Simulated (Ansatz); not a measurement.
Multireference treatment of C2H4N2, singlet

Calculated in Ansatz's Gaussian-basis code. Basis cc-pVTZ, nonrelativistic, 4 orbitals frozen in the corrections. State-specific CASSCF; RHF is the lowest restricted (open-shell) Hartree–Fock solution met. On stretched bonds single-reference methods can fail or change state. No symmetry is imposed, so a solution can break that of the shape. Lower solutions, or ones in other orbitals, may exist.

Geometry:

```xyz
8

N     0.0000   -1.6626   -0.5831
C     0.0000   -0.3778   -0.6303
C     0.0000    0.3778    0.6303
N     0.0000    1.6626    0.5831
H     0.0000   -2.0494   -1.5336
H     0.0000    0.2307   -1.5415
H     0.0000   -0.2307    1.5415
H     0.0000    2.0494    1.5336
```

**Question.** What do CASSCF and its corrections give against RHF in CAS(4,4), and what are the occupations?

**Answer.** CASSCF -1.772 eV, SC-NEVPT2 -19.678 eV; occupations 1.93, 1.89, 0.12, 0.06.

**Question.** How do single-reference totals in the same basis and frozen core stand against SC-NEVPT2 in CAS(4,4)?

**Answer.** CCSD(T) -1.547 eV. Coupled cluster stands on the determinant that it favours, which can lie over the RHF solution above, and is in doubt where the occupations are far from 0, 1 and 2.
